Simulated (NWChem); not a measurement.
System: hydrogen isocyanide (CHN); SMILES [C-]#[NH+]

The following NWChem deck was run.

```
start job
memory heap 200 mb stack 900 mb global 1100 mb
geometry units angstroms
  C      0.000000     0.000000     0.743906
  N      0.000000     0.000000    -0.427560
  H      0.000000     0.000000    -1.431131
end
basis spherical
  * library sto-3g
end
dft
  xc hfexch
  iterations 150
end
driver
  maxiter 120
end
task dft optimize
task dft freq
```

The level has its own optimisation; frequencies are unscaled.

**Question.** Give the results of this calculation. (Hartree-Fock/STO-3G.) Quantities: r C–N (Å); r H–N (Å); highest harmonic frequency (cm⁻¹); lowest (cm⁻¹); zero-point energy (kcal/mol); dipole (D).

**Answer.** 
- r C–N (Å): 1.170
- r H–N (Å): 1.011
- highest harmonic frequency (cm⁻¹): 4228
- lowest (cm⁻¹): 702
- zero-point energy (kcal/mol): 11.5
- dipole (D): 2.46
